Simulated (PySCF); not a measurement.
# AlO: spin, charge, geometry and surroundings

How does AlO answer to another spin, charge, distance or environment?

The runs use PySCF 2.14.0; each script names its method and basis.

4 further runs of the same task are left out: 4 that didn't finish.

### Step 1. The system as given

AlO: 2 atoms, charge 0, spin multiplicity 2.

Bond lengths: Al1–O2 1.615 Å.

### Step 2. Base script

Contents of input.py:

```python
from pyscf import gto, scf

mol = gto.M(
    atom='Al 0 0 0; O 0 0 1.615',
    basis='crenbl',
    ecp={'Al': 'crenbl', 'O': 'crenbl'},
    charge=0,
    spin=1,
    verbose=3,
)
mf = scf.UHF(mol)
mf = mf.newton()
mf.kernel()
mf.mulliken_pop()
mf.dip_moment()
print('orbital energies (hartree):', [e[max(0, n-3):n+3].round(4) for e, n in zip(mf.mo_energy, mol.nelec)])
```

The run is started by

```sh
OMP_NUM_THREADS=1 python input.py
```

Its log is not repeated here.

Base result: E(SCF) = -17.576572 Eh, ⟨S²⟩ = 0.793, μ = 2.40 D.

The bond length is a typed value, not an optimised one.

### Step 3. PCM, ε = 32.6

Edit 1 changes solvent: none (gas phase) → PCM, ε = 32.6.

Contents of input.py:

```python
from pyscf import gto, scf, solvent

mol = gto.M(
    atom='Al 0 0 0; O 0 0 1.615',
    basis='crenbl',
    ecp={'Al': 'crenbl', 'O': 'crenbl'},
    charge=0,
    spin=1,
    verbose=3,
)
mf = scf.UHF(mol)
mf = solvent.PCM(mf)
mf.with_solvent.eps = 32.6
mf = mf.newton()
mf.kernel()
mf.mulliken_pop()
mf.dip_moment()
print('orbital energies (hartree):', [e[max(0, n-3):n+3].round(4) for e, n in zip(mf.mo_energy, mol.nelec)])
```

The run is started by

```sh
OMP_NUM_THREADS=1 python input.py
```

### Step 4. Electric field 0.2 a.u.

Edit 2 changes electric field: none → 0.2 a.u.

input.py, as its differences from that of step 2:

```diff
@@ -11,2 +11,7 @@
 mf = scf.UHF(mol)
+field = 0.2  # electric field along z, atomic units
+h = mf.get_hcore() + field*mol.intor('int1e_r')[2]
+mf.get_hcore = lambda *args: h
+e_nuc = mol.energy_nuc() - field*mol.atom_charges() @ mol.atom_coords()[:, 2]
+mf.energy_nuc = lambda *args: e_nuc
 mf = mf.newton()
```

### Step 5. Bond 0.3 Å

Edit 3 changes bond length: 1.615 Å → 0.3 Å.

input.py, as its differences from that of step 2:

```diff
@@ -3,3 +3,3 @@
 mol = gto.M(
-    atom='Al 0 0 0; O 0 0 1.615',
+    atom='Al 0 0 0; O 0 0 0.3',
     basis='crenbl',
```

### Step 6. Bond 1.663 Å

Edit 4 changes bond length: 1.615 Å → 1.663 Å.

input.py, as its differences from that of step 2:

```diff
@@ -3,3 +3,3 @@
 mol = gto.M(
-    atom='Al 0 0 0; O 0 0 1.615',
+    atom='Al 0 0 0; O 0 0 1.663',
     basis='crenbl',
```

### Step 7. PCM, ε = 4.71

Edit 5 changes solvent: none (gas phase) → PCM, ε = 4.71.

input.py, as its differences from that of step 2:

```diff
@@ -1,2 +1,2 @@
-from pyscf import gto, scf
+from pyscf import gto, scf, solvent
 
@@ -11,2 +11,4 @@
 mf = scf.UHF(mol)
+mf = solvent.PCM(mf)
+mf.with_solvent.eps = 4.71
 mf = mf.newton()
```

### Step 8. Bond 1.292 Å

Edit 6 changes bond length: 1.615 Å → 1.292 Å.

input.py, as its differences from that of step 2:

```diff
@@ -3,3 +3,3 @@
 mol = gto.M(
-    atom='Al 0 0 0; O 0 0 1.615',
+    atom='Al 0 0 0; O 0 0 1.292',
     basis='crenbl',
```

Q: Predict the outcome of this session. Wanted: for each run, E(SCF); from base; SCF dipole.

The runs gave:

```csv
run,E(SCF) (hartree),from base (eV),SCF dipole (D)
base,-17.576572,0,2.40
"PCM, ε = 32.6",-17.597957,-0.5819,8.21
electric field 0.2 a.u. (poor choice),-18.367375,not comparable,24.50
bond 0.3 Å (poor choice),2.523186,+546.9423,1.79
bond 1.663 Å,-17.581588,-0.1365,2.59
"PCM, ε = 4.71",-17.588656,-0.3288,7.46
bond 1.292 Å,-17.409920,+4.5348,5.37
```

In words: The largest comparable shift of the SCF energy, +546.942 eV, comes with the run “bond 0.3 Å”. A continuum solvent with ε = 32.6 lowers the energy by 0.582 eV. A continuum solvent with ε = 4.71 lowers the energy by 0.329 eV. Rows marked «poor choice» come from settings spoiled on purpose.
